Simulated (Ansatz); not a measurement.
A calculation with Ansatz (development build ahead of 0.2.0).

```yaml
crystal:
  periodic: [false, false, false]
  atoms:
    - { symbol: O, position_ang: [-0.0379, -0.16814, -0.12233] }
    - { symbol: H, position_ang: [0.68339, -0.12233, -0.75563] }
    - { symbol: O, position_ang: [3.03428, 0.21598, 0.12284] }
    - { symbol: H, position_ang: [3.21932, -0.6772, -0.18213] }
    - { symbol: H, position_ang: [2.5175, 0.04023, 0.92957] }
basis:
  gaussian: { orbitals: def2-SVP }
magnetization:
  spin_polarized: true
  initial_magnetization: 1
hamiltonian:
  xc: hf
correlation:
  method: mp2
  frozen_orbitals: { H: 0, O: 1 }
output:
  forces: true
```

The input is written out in the form of the current development build from the run's settings.

Output:

| Quantity | Value |
| --- | --- |
| Converged | yes |
| Reference energy | -151.29115 hartree |
| Correlation energy | -0.35238 hartree |
| Total energy | -151.64353 hartree |
| Spin squared of the determinant | 0.755 |
| Stability test | minimum |

Forces (eV/Å):
| atom | Fx | Fy | Fz |
| --- | --- | --- | --- |
| O1 | -0.477 | -0.093 | 0.418 |
| H2 | 0.604 | 0.151 | -0.339 |
| O3 | -0.467 | -0.111 | 0.358 |
| H4 | 0.128 | -0.108 | -0.029 |
| H5 | 0.212 | 0.160 | -0.409 |
